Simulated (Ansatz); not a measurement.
# C₄H₄F₂: how energies converge with the basis set

The task here is to estimate one member of a computed series from the others.

The runs use Ansatz 0.2.0, Gaussian basis; one geometry, several basis sets.

Plan: PBE0-D4/def2-SVP; ωB97M-V/def2-SVP; PBE0-D4/def2-QZVPP; ωB97M-V/def2-QZVPP; the functionals' def2-TZVPP values are taken from earlier runs.

## Structure used throughout

The geometry comes from an earlier relaxation with PBE0-D4 in a triple-zeta def2 set; it is a stationary point, not always the lowest conformer.

SMILES `FC1=CCC1F`, 10 atoms, charge 0, spin multiplicity 1.

Atoms are counted from 1 here; the program's logs count them from 0.

Bond lengths: F1–C2 1.318 Å, C2–C3 1.328 Å, C2–C5 1.491 Å, C3–C4 1.517 Å, C3–H7 1.081 Å, C4–C5 1.553 Å, C4–H8 1.091 Å, C4–H9 1.093 Å, C5–F6 1.373 Å, C5–H10 1.094 Å. Angles: F1–C2–C3 134.1°, F1–C2–C5 129.5°, C3–C2–C5 96.3°, C2–C3–C4 92.2°, C2–C3–H7 134.8°, C4–C3–H7 133.0°, C3–C4–C5 86.5°, C3–C4–H8 115.2°, C3–C4–H9 116.6°, C5–C4–H8 111.7°, C5–C4–H9 115.3°, H8–C4–H9 109.9°, C2–C5–C4 84.8°, C2–C5–F6 116.8°, C2–C5–H10 115.8°, C4–C5–F6 115.7°, C4–C5–H10 114.8°, F6–C5–H10 107.9°.

Set-up of the first run:

Contents of in.yaml:

```yaml
crystal:
  periodic: [false, false, false]
  atoms:
    - {symbol: F, position_ang: [2.232380, 0.344084, -0.828730]}
    - {symbol: C, position_ang: [1.049374, 0.050892, -0.327155]}
    - {symbol: C, position_ang: [0.556461, -0.993138, 0.329510]}
    - {symbol: C, position_ang: [-0.812775, -0.349776, 0.439815]}
    - {symbol: C, position_ang: [-0.232043, 0.808460, -0.416677]}
    - {symbol: F, position_ang: [-0.259289, 2.051218, 0.166683]}
    - {symbol: H, position_ang: [0.945235, -1.955363, 0.631114]}
    - {symbol: H, position_ang: [-1.088909, -0.013520, 1.440369]}
    - {symbol: H, position_ang: [-1.645630, -0.892627, -0.013606]}
    - {symbol: H, position_ang: [-0.661706, 0.898669, -1.418325]}
basis:
  gaussian: {orbitals: def2-SVP}
hamiltonian: {xc: pbe0, dispersion: d4}
output: {orbitals: {seedname: orbitals}}
```

The run is started by

```
> ansatz run in.yaml --threads 4 --pin off --events-out ev --progress --plain --max-ram 10444MiB
```

Steps of the session up to this table: PBE0-D4 in def2-SVP; ωB97M-V in def2-SVP; PBE0-D4 in def2-QZVPP; ωB97M-V in def2-QZVPP.

One of the session's tables, all rows but one given; the rest of the session is left out.

It belongs to the step «Density functionals: the series». 

```
functional       basis  HOMO (eV)  LUMO (eV)
   PBE0-D4    def2-SVP      -7.60       0.11
   PBE0-D4  def2-TZVPP      -7.65      -0.07
   PBE0-D4  def2-QZVPP          ?          ?
   ωB97M-V    def2-SVP      -9.81       2.36
   ωB97M-V  def2-TZVPP      -9.88       2.05
   ωB97M-V  def2-QZVPP      -9.92       1.75
```

**Question.** Estimate the row for PBE0-D4, def2-QZVPP.

The run gave: HOMO (eV): -7.68; LUMO (eV): -0.17. In the column «HOMO (eV)» it lies between ωB97M-V, def2-SVP (-9.81) and PBE0-D4, def2-TZVPP (-7.65).
